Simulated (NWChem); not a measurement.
All runs are NWChem calculations. System: ethane (C2H6), charge 0, spin multiplicity 1, at a geometry optimised with B3LYP/def2-SVP. Level: RHF/STO-3G.

Input file:

```
start mol
memory heap 200 mb stack 900 mb global 1100 mb
geometry units angstroms nocenter noautoz
  C      0.044600    -0.762556     0.000000
  C     -0.044600     0.762556     0.000000
  H      0.580051    -1.136910     0.887969
  H      0.580051    -1.136910    -0.887969
  H     -0.955336    -1.226748     0.000000
  H     -0.580051     1.136910     0.887969
  H     -0.580051     1.136910    -0.887969
  H      0.955336     1.226748     0.000000
  symmetry group C2h
end
basis spherical
  * library sto-3g
end
scf
  rhf
  nopen 0
  maxiter 100
  thresh 1e-7
  semidirect memsize 60000000 filesize 0
end
task scf energy
```

Part of the output:

```
             Northwest Computational Chemistry Package (NWChem) 7.3.0
             --------------------------------------------------------

                                NWChem Input Module
                                -------------------

 Scaling coordinates for geometry "geometry" by  1.889725989
 (inverse scale =  0.529177249)

 Turning off AUTOSYM since
 SYMMETRY directive was detected!

                             Geometry "geometry" -> ""
                             -------------------------

 Output coordinates in angstroms (scale by  1.889725989 to convert to a.u.)

  No.       Tag          Charge          X              Y              Z
 ---- ---------------- ---------- -------------- -------------- --------------
    1 C                    6.0000     0.04460000    -0.76255600     0.00000000
    2 C                    6.0000    -0.04460000     0.76255600     0.00000000
    3 H                    1.0000     0.58005100    -1.13691000     0.88796900
    4 H                    1.0000     0.58005100    -1.13691000    -0.88796900
    5 H                    1.0000    -0.95533600    -1.22674800     0.00000000
    6 H                    1.0000    -0.58005100     1.13691000     0.88796900
    7 H                    1.0000    -0.58005100     1.13691000    -0.88796900
    8 H                    1.0000     0.95533600     1.22674800     0.00000000

 Effective nuclear repulsion energy (a.u.)      41.9997603417

            Nuclear Dipole moment (a.u.)
            ----------------------------
        X                 Y               Z
 ---------------- ---------------- ----------------
     0.0000000000     0.0000000000     0.0000000000

      Symmetry information
      --------------------

 Group name             C2h
 Group number             21
 Group order               4
 No. of unique centers     3

      Symmetry unique atoms

     1    3    5


 Summary of "ao basis" -> "" (spherical)
 ------------------------------------------------------------------------------
       Tag                 Description            Shells   Functions and Types
 ---------------- ------------------------------  ------  ---------------------
 *                           sto-3g                   on all atoms

 Summary of "ao basis" -> "ao basis" (spherical)
 ------------------------------------------------------------------------------
       Tag                 Description            Shells   Functions and Types
 ---------------- ------------------------------  ------  ---------------------
 C                           sto-3g                  3        5   2s1p
 H                           sto-3g                  1        1   1s

                                 NWChem SCF Module
                                 -----------------

  ao basis        = "ao basis"
  functions       =    16
  atoms           =     8
  closed shells   =     9
  open shells     =     0
  charge          =   0.00
  wavefunction    = RHF
  use symmetry    = T
  symmetry adapt  = T

 Summary of "ao basis" -> "ao basis" (spherical)
 ------------------------------------------------------------------------------
       Tag                 Description            Shells   Functions and Types
 ---------------- ------------------------------  ------  ---------------------
 C                           sto-3g                  3        5   2s1p
 H                           sto-3g                  1        1   1s

      Symmetry analysis of basis
      --------------------------

        ag          6
        au          2
        bg          2
        bu          6

 Forming initial guess at       0.0s

      Superposition of Atomic Density Guess
      -------------------------------------

 Sum of atomic energies:         -77.15597775

      Non-variational initial energy
      ------------------------------

 Total energy =     -77.501888
 1-e energy   =    -187.509866
 2-e energy   =      68.008218
 HOMO         =      -0.294081
 LUMO         =       0.576019

      Symmetry analysis of molecular orbitals - initial
      -------------------------------------------------

  Numbering of irreducible representations:

     1 ag          2 au          3 bg          4 bu

  Orbital symmetries:

     1 ag          2 bu          3 ag          4 bu          5 au
     6 bu          7 ag          8 ag          9 bg         10 bu
    11 au         12 bu         13 ag         14 bu         15 bg
    16 ag

 Starting SCF solution at       0.1s

 ----------------------------------------------
         Quadratically convergent ROHF

 Convergence threshold     :          1.000E-07
 Maximum no. of iterations :          100
 Final Fock-matrix accuracy:          1.000E-09
 ----------------------------------------------

              iter       energy          gnorm     gmax       time
             ----- ------------------- --------- --------- --------
                 1      -78.2923314906  3.27D-01  1.73D-01      0.1
                 2      -78.3038998172  8.58D-02  5.18D-02      0.1
                 3      -78.3046399741  4.18D-04  2.19D-04      0.1
                 4      -78.3046399965  2.63D-08  1.68D-08      0.1

       Final RHF  results
       ------------------

         Total SCF energy =    -78.304639996486
      One-electron energy =   -187.872963254739
      Two-electron energy =     67.568562916586
 Nuclear repulsion energy =     41.999760341667

        Time for solution =      0.0s

       Symmetry analysis of molecular orbitals - final
       -----------------------------------------------

  Numbering of irreducible representations:

     1 ag          2 au          3 bg          4 bu

  Orbital symmetries:

     1 bu          2 ag          3 ag          4 bu          5 au
     6 bu          7 ag          8 ag          9 bg         10 bu
    11 au         12 bu         13 ag         14 bu         15 bg
    16 ag

             Final eigenvalues
             -----------------

              1
    1  -11.0372
    2  -11.0369
    3   -0.9771
    4   -0.8053
    5   -0.5652
    6   -0.5652
    7   -0.4762
    8   -0.4524
    9   -0.4524
   10    0.6344
   11    0.6344
   12    0.7001
   13    0.7243
   14    0.7596
   15    0.7752
   16    0.7752

                       ROHF Final Molecular Orbital Analysis
                       -------------------------------------

 Vector    7  Occ=2.000000D+00  E=-4.761714D-01  Symmetry=ag
              MO Center= -1.0D-17,  3.2D-16,  1.1D-16, r^2= 1.6D+00
   Bfn.  Coefficient  Atom+Function         Bfn.  Coefficient  Atom+Function
  ----- ------------  ---------------      ----- ------------  ---------------
     4      0.535174  1 C  py                 9     -0.535174  2 C  py

 Vector    8  Occ=2.000000D+00  E=-4.524113D-01  Symmetry=ag
              MO Center= -5.5D-17, -8.0D-17, -3.1D-17, r^2= 2.3D+00
   Bfn.  Coefficient  Atom+Function         Bfn.  Coefficient  Atom+Function
  ----- ------------  ---------------      ----- ------------  ---------------
     3      0.404300  1 C  px                 8     -0.404300  2 C  px
    13     -0.392603  5 H  s                 16     -0.392603  8 H  s
    11      0.196336  3 H  s                 12      0.196336  4 H  s
    14      0.196336  6 H  s                 15      0.196336  7 H  s

 Vector    9  Occ=2.000000D+00  E=-4.524103D-01  Symmetry=bg
              MO Center= -1.1D-16,  3.1D-16,  9.3D-17, r^2= 2.3D+00
   Bfn.  Coefficient  Atom+Function         Bfn.  Coefficient  Atom+Function
  ----- ------------  ---------------      ----- ------------  ---------------
     5      0.404987  1 C  pz                10     -0.404987  2 C  pz
    11      0.340025  3 H  s                 12     -0.340025  4 H  s
    14     -0.340025  6 H  s                 15      0.340025  7 H  s

 Vector   10  Occ=0.000000D+00  E= 6.343950D-01  Symmetry=bu
              MO Center= -5.3D-17,  1.5D-16, -1.0D-17, r^2= 2.3D+00
   Bfn.  Coefficient  Atom+Function         Bfn.  Coefficient  Atom+Function
  ----- ------------  ---------------      ----- ------------  ---------------
     3      0.706084  1 C  px                 8      0.706084  2 C  px
    13      0.707714  5 H  s                 16     -0.707714  8 H  s
    11     -0.353831  3 H  s                 12     -0.353831  4 H  s
    14      0.353831  6 H  s                 15      0.353831  7 H  s

 Vector   11  Occ=0.000000D+00  E= 6.344007D-01  Symmetry=au
              MO Center=  3.7D-17,  7.1D-18, -3.0D-17, r^2= 2.3D+00
   Bfn.  Coefficient  Atom+Function         Bfn.  Coefficient  Atom+Function
  ----- ------------  ---------------      ----- ------------  ---------------
     5      0.707287  1 C  pz                10      0.707287  2 C  pz
    11     -0.612885  3 H  s                 12      0.612885  4 H  s
    14     -0.612885  6 H  s                 15      0.612885  7 H  s

 Vector   12  Occ=0.000000D+00  E= 7.001178D-01  Symmetry=bu
              MO Center=  2.6D-15, -4.3D-14, -7.3D-16, r^2= 9.3D-01
   Bfn.  Coefficient  Atom+Function         Bfn.  Coefficient  Atom+Function
  ----- ------------  ---------------      ----- ------------  ---------------
     4      0.978712  1 C  py                 9      0.978712  2 C  py
     2      0.617452  1 C  s                  7     -0.617452  2 C  s

 center of mass
 --------------
 x =   0.00000000 y =   0.00000000 z =   0.00000000

 moments of inertia (a.u.)
 ------------------
          90.628337697083           3.972773967443           0.000000000000
           3.972773967443          22.934661052677           0.000000000000
           0.000000000000           0.000000000000          90.860775276040

  Mulliken analysis of the total density
  --------------------------------------

    Atom       Charge   Shell Charges
 -----------   ------   -------------------------------------------------------
    1 C    6     6.16   1.99  1.19  2.99
    2 C    6     6.16   1.99  1.19  2.99
    3 H    1     0.95   0.95
    4 H    1     0.95   0.95
    5 H    1     0.95   0.95
    6 H    1     0.95   0.95
    7 H    1     0.95   0.95
    8 H    1     0.95   0.95

       Multipole analysis of the density wrt the origin
       ------------------------------------------------

     L   x y z        total         open         nuclear
     -   - - -        -----         ----         -------
     0   0 0 0     -0.000000      0.000000     18.000000

     1   1 0 0     -0.000000      0.000000      0.000000
     1   0 1 0      0.000000      0.000000      0.000000
     1   0 0 1      0.000000      0.000000      0.000000

     2   2 0 0    -10.451154      0.000000     11.409694
     2   1 1 0      0.013989      0.000000     -2.507137
     2   1 0 1      0.000000      0.000000      0.000000
     2   0 2 0    -10.688836      0.000000     54.130116
     2   0 1 1     -0.000000      0.000000      0.000000
     2   0 0 2    -10.450359      0.000000     11.262979

 Task  times  cpu:        0.0s     wall:        0.0s

 Total times  cpu:        0.1s     wall:        0.1s
```
